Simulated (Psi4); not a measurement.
**A workflow on BCl (SMILES [B]Cl)**

We compute a structure relaxation (TPSS-D4/cc-pVTZ), then the harmonic vibrations, then a single-point energy (CCSD(T)/def2-TZVP) of BCl. 

The calculation is run with Psi4 1.11.

## 1. The system as given

BCl: 2 atoms, total charge 0, spin state singlet. SMILES: `[B]Cl`. All atoms were displaced at random from a relaxed shape. The run starts from this shape.

Bond lengths: B1–Cl2 1.712 Å.

## 2. A structure relaxation at TPSS-D4/cc-pVTZ (density fitting) (run 1)

Input file bcl.inp:

```
memory 1.6 GB

molecule {
  B      0.25491839    -0.30716175    -0.23033305
  Cl    -0.09972274    -0.12980340     2.98110721
  units bohr
  symmetry c1
}

set geom_maxiter 60

e, wfn = opt("tpss-d4/cc-pVTZ", return_wfn=True)
```

Command:

```
$ psi4 bcl.inp bcl.out -n 1
```

bcl.out:

```text
[...]
  Running in c1 symmetry.
[...]
  Nuclear repulsion =   26.268402528715303
[...]
  Multiplicity = 1
[...]
  Nalpha       = 11
  Nbeta        = 11
[...]
    Number of basis functions: 64
[...]
   @DF-RKS iter   1:  -484.98124270292743   -1.74156e-01   4.70422e-03 DIIS/ADIIS
[...]
   @DF-RKS iter   7:  -485.03723057424509   -5.22959e-12   3.36182e-09 DIIS
[...]
    Orbital Energies [Eh]
    ---------------------
    Doubly Occupied:
       1A   -101.070391     2A     -9.298138     3A     -7.073753
       4A     -7.071046     5A     -7.071046     6A     -6.700512
       7A     -0.825673     8A     -0.469489     9A     -0.355799
      10A     -0.355799    11A     -0.237809
[...]
  @DF-RKS Final Energy:  -485.03723057424509
   => Energetics <=
    Nuclear Repulsion Energy =             25.9121914487264497
    One-Electron Energy =                -718.8927955396331981
    Two-Electron Energy =                 240.1535517610126931
    DFT Exchange-Correlation Energy =     -32.2088711857713506
    Empirical Dispersion Energy =          -0.0013070585797682
    VV10 Nonlocal Energy =                  0.0000000000000000
    Total Energy =                       -485.0372305742450862
[...]
 Multipole Moments:
 ------------------------------------------------------------------------------------
     Multipole            Electronic (a.u.)      Nuclear  (a.u.)        Total (a.u.)
 ------------------------------------------------------------------------------------
 L = 1.  Multiply by 2.5417464519 to convert [e a0] to [Debye]
 Dipole X            :          0.0000000           -0.0000000            0.0000000
 Dipole Y            :          0.0000000           -0.0000000            0.0000000
 Dipole Z            :         -0.2617499            0.8785365            0.6167866
 Magnitude           :                                                    0.6167866
[...]
  -Total Gradient:
     Atom            X                  Y                   Z
    ------   -----------------  -----------------  -----------------
       1        0.000000000000     0.000000000000     0.000236726690
       2        0.000000000000    -0.000000000000    -0.000187851931
[...]
    Final optimized geometry and variables:
    Molecular point group: c1
    Full point group: C_inf_v
    Geometry (in Bohr), charge = 0, multiplicity = 1:
    B            0.000000000000     0.000000000000    -2.494850904195
    CL          -0.000000000000    -0.000000000000     0.785458295750
    Psi4 run time: 0:00:17.47
[...]
```

The script printed:

```text
Optimizer: Optimization complete!
```

Wall time 20 s (1 thread of Intel Xeon Platinum 8259CL at 2.50GHz (Skylake/Cascade Lake), shared host); peak memory 0.55 GiB.

Steps, from the record of the run:

| step | energy from the first frame kept (eV) | largest force (eV/Å) |
| --- | --- | --- |
| 0 | 0.0000 | 0.5141 |
| 1 | -0.0053 | 0.1805 |
| 2 | -0.0061 | 0.0122 |

After the run. Bond lengths: B1–Cl2 1.736 Å.

## 3. The harmonic vibrations at TPSS-D4/cc-pVTZ (density fitting) (run 2)

Input file run.py:

```python
import psi4

psi4.set_memory('1600 MB')
psi4.set_num_threads(1)
psi4.core.set_output_file('output.dat', False)

mol = psi4.geometry("""
0 1
B      0.136859    -0.163524    -0.139655
Cl    -0.053389    -0.068380     1.583128
""")

psi4.set_options({
    'reference': 'rks',
    't': 400.0,
    'rotational_symmetry_number': 1,
})

e, wfn = psi4.frequencies('tpss-d4/cc-pVTZ', return_wfn=True)
print(f'tpss-d4/cc-pVTZ energy: {e:.10f} Eh')
print('wavenumbers / cm^-1:', wfn.frequencies().np.round(1))
for k in ('ZPVE', 'ENTHALPY', 'GIBBS FREE ENERGY'):
    print(f'{k}: {psi4.variable(k):.8f} Eh')
for k, v in sorted(psi4.core.scalar_variables().items()):
    print(f'{k:45s} {v:18.10f}')
```

Command:

```
$ python run.py
```

output.dat:

```text
[...]
  Running in c2v symmetry.
[...]
  Nuclear repulsion =   25.912186755415132
[...]
  Multiplicity = 1
[...]
  Nalpha       = 11
  Nbeta        = 11
[...]
    Number of basis functions: 64
[...]
   @DF-RKS iter   1:  -484.98736276396198   -1.97514e-01   8.05427e-03 ADIIS/DIIS
[...]
  Running in cs symmetry.
[...]
   @DF-RKS iter   9:  -485.03723057451185   -5.91172e-12   4.86586e-09 DIIS
[...]
    Orbital Energies [Eh]
    ---------------------
    Doubly Occupied:
       1Ap  -101.070391     2Ap    -9.298138     3Ap    -7.073753
       1App   -7.071046     4Ap    -7.071046     5Ap    -6.700512
       6Ap    -0.825673     7Ap    -0.469489     8Ap    -0.355799
       2App   -0.355799     9Ap    -0.237809
[...]
  @DF-RKS Final Energy:  -485.03723057451185
   => Energetics <=
    Nuclear Repulsion Energy =             25.9121831604512280
    One-Electron Energy =                -718.8927807795390663
    Two-Electron Energy =                 240.1535451663906713
    DFT Exchange-Correlation Energy =     -32.2088710632446436
    Empirical Dispersion Energy =          -0.0013070585701095
    VV10 Nonlocal Energy =                  0.0000000000000000
    Total Energy =                       -485.0372305745118524
[...]
 Multipole Moments:
 ------------------------------------------------------------------------------------
     Multipole            Electronic (a.u.)      Nuclear  (a.u.)        Total (a.u.)
 ------------------------------------------------------------------------------------
 L = 1.  Multiply by 2.5417464519 to convert [e a0] to [Debye]
 Dipole X            :          0.0000000            0.0000000            0.0000000
 Dipole Y            :         -0.0001379            0.0004628            0.0003249
 Dipole Z            :         -0.2617517            0.8785367            0.6167850
 Magnitude           :                                                    0.6167851
[...]
  -Total Gradient:
     Atom            X                  Y                   Z
    ------   -----------------  -----------------  -----------------
       1        0.000000000000     0.000000124587     0.000236517128
       2        0.000000000000    -0.000000098842    -0.000187642407
[...]
  ==> Harmonic Vibrational Analysis <==
[...]
  Freq [cm^-1]                 806.5558
[...]
  IR activ [km/mol]            222.7240
[...]
  Total E_0, Enthalpy at 0 [K]                                                         -485.03539311 [Eh]
[...]
  Total H, Enthalpy at  400.00 [K]                                                     -485.03074585 [Eh]
[...]
  Total G, Gibbs energy at  400.00 [K]                                                 -485.06470951 [Eh]
[...]
```

The script printed:

```text
tpss-d4/cc-pVTZ energy: -485.0372305744 Eh
wavenumbers / cm^-1: [806.6]
ZPVE: 0.00183747 Eh
ENTHALPY: -485.03074585 Eh
GIBBS FREE ENERGY: -485.06470951 Eh
CURRENT ENERGY                                   -485.0372305744
CURRENT REFERENCE ENERGY                         -485.0372305744
DD SOLVATION ENERGY                                 0.0000000000
DFT FUNCTIONAL TOTAL ENERGY                      -485.0359235158
DFT TOTAL ENERGY                                 -485.0372305744
DFT VV10 ENERGY                                     0.0000000000
DFT XC ENERGY                                     -32.2088711406
DISPERSION CORRECTION ENERGY                       -0.0013070586
ENTHALPY                                         -485.0307458464
ENTHALPY CORRECTION                                 0.0064847279
FINDIF NUMBER                                       5.0000000000
GIBBS FREE ENERGY                                -485.0647095113
GIBBS FREE ENERGY CORRECTION                       -0.0274789369
GRID ELECTRONS ALPHA                               11.0000007166
GRID ELECTRONS BETA                                11.0000007166
GRID ELECTRONS TOTAL                               22.0000014333
NUCLEAR REPULSION ENERGY                           25.9121867554
ONE-ELECTRON ENERGY                              -718.8927874787
PCM POLARIZATION ENERGY                             0.0000000000
PE ENERGY                                           0.0000000000
SCF ITERATION ENERGY                             -485.0372305744
SCF ITERATIONS                                      9.0000000000
SCF TOTAL ENERGY                                 -485.0372305744
THERMAL ENERGY                                   -485.0320125706
THERMAL ENERGY CORRECTION                           0.0052180037
TPSS-D4(BJ,EEQ)ATM DISPERSION CORRECTION ENERGY      -0.0013070586
TWO-ELECTRON ENERGY                               240.1535483480
ZERO K ENTHALPY                                  -485.0353931050
ZPVE                                                0.0018374693
```

Run time: 32 s. Hardware: 1 thread of Intel Xeon Platinum 8259CL at 2.50GHz (Skylake/Cascade Lake), shared host; peak memory 0.55 GiB.

## 4. A single-point energy at CCSD(T)/def2-TZVP (run 3)

Input file job.dat:

```
memory 1.6 GB

molecule mol {
  0 1
  B
  Cl 1 1.735865
  units angstrom
}

set {
  basis def2-TZVP
  scf_type pk
  num_frozen_docc 6
}

result = energy('ccsd(t)')
print_variables()
```

Command:

```
$ psi4 job.dat job.out -n 1
```

job.out:

```text
[...]
  Running in c2v symmetry.
[...]
  Nuclear repulsion =   25.912189546393297
[...]
  Multiplicity = 1
[...]
  Nalpha       = 11
  Nbeta        = 11
[...]
    Number of basis functions: 68
[...]
   @RHF iter   1:  -484.13911599752009   -5.19343e-01   4.00399e-03 ADIIS/DIIS
[...]
   @RHF iter  10:  -484.14838400925527   -6.36646e-12   6.87750e-09 DIIS
[...]
    Orbital Energies [Eh]
    ---------------------
    Doubly Occupied:
       1A1  -104.875025     2A1   -10.605422     3A1    -8.071641
       1B2    -8.070753     1B1    -8.070753     4A1    -7.722540
       5A1    -1.154840     6A1    -0.665995     2B2    -0.520753
       2B1    -0.520753     7A1    -0.382332
[...]
  @RHF Final Energy:  -484.14838400925527
   => Energetics <=
    Nuclear Repulsion Energy =             25.9121895463932965
    One-Electron Energy =                -718.7995349847763009
    Two-Electron Energy =                 208.7389614291277553
    Total Energy =                       -484.1483840092552668
[...]
 Multipole Moments:
 ------------------------------------------------------------------------------------
     Multipole            Electronic (a.u.)      Nuclear  (a.u.)        Total (a.u.)
 ------------------------------------------------------------------------------------
 L = 1.  Multiply by 2.5417464519 to convert [e a0] to [Debye]
 Dipole X            :          0.0000000            0.0000000            0.0000000
 Dipole Y            :          0.0000000            0.0000000            0.0000000
 Dipole Z            :         -0.3536984            0.8785366            0.5248382
 Magnitude           :                                                    0.5248382
[...]
      * MP2 total energy                      = -484.404837430252485
[...]
      * CCSD total energy                     = -484.435680937643212
[...]
      * CCSD(T) total energy                  = -484.449398889499378
[...]
```

Run time: 4.8 s. Hardware: 1 thread of Intel Xeon Platinum 8259CL at 2.50GHz (Skylake/Cascade Lake), shared host; peak memory 0.24 GiB.

## 5. Results

| quantity | value |
| --- | --- |
| run 1, TPSS-D4/cc-pVTZ: total energy at the end | -485.03723 Eh |
| run 1, TPSS-D4/cc-pVTZ: dipole moment | 1.57 D |
| run 1, TPSS-D4/cc-pVTZ: HOMO energy | -6.47 eV |
| run 1, TPSS-D4/cc-pVTZ: LUMO energy | -2.76 eV |
| run 1, TPSS-D4/cc-pVTZ: HOMO–LUMO gap | 3.71 eV |
| run 1, TPSS-D4/cc-pVTZ: bond length | 1.736 Å |
| run 1, TPSS-D4/cc-pVTZ: dispersion energy | -3.43 kJ/mol |
| run 2, TPSS-D4/cc-pVTZ: harmonic wavenumber | 807 cm⁻¹ |
| run 2, TPSS-D4/cc-pVTZ: zero-point energy | 4.8 kJ/mol |
| run 2, TPSS-D4/cc-pVTZ: ideal-gas entropy at 400 K (symmetry number 1 as used) | 53.3 cal/(mol K) |
| run 3, CCSD(T)/def2-TZVP: total energy | -484.44940 Eh |
| run 3, CCSD(T)/def2-TZVP: HOMO energy (Hartree–Fock orbitals) | -10.40 eV |
| run 3, CCSD(T)/def2-TZVP: LUMO energy (Hartree–Fock orbitals) | 1.62 eV |
| run 3, CCSD(T)/def2-TZVP: HOMO–LUMO gap (Hartree–Fock orbitals) | 12.02 eV |
| run 3, CCSD(T)/def2-TZVP: correlation energy (6 core orbitals frozen) | -301.0 mEh |
| run 3, CCSD(T)/def2-TZVP: (T) correction | -13.72 mEh |
| run 3, CCSD(T)/def2-TZVP: T1 diagnostic | 0.017 |

What this shows: The optimisation (run 1, TPSS-D4/cc-pVTZ) took 3 steps and changed the energy by -0.006 eV. The one mode (run 2, TPSS-D4/cc-pVTZ) is real, so the shape is a minimum at this level. The triples (run 3, CCSD(T)/def2-TZVP) make up 4.6 % of the correlation energy.
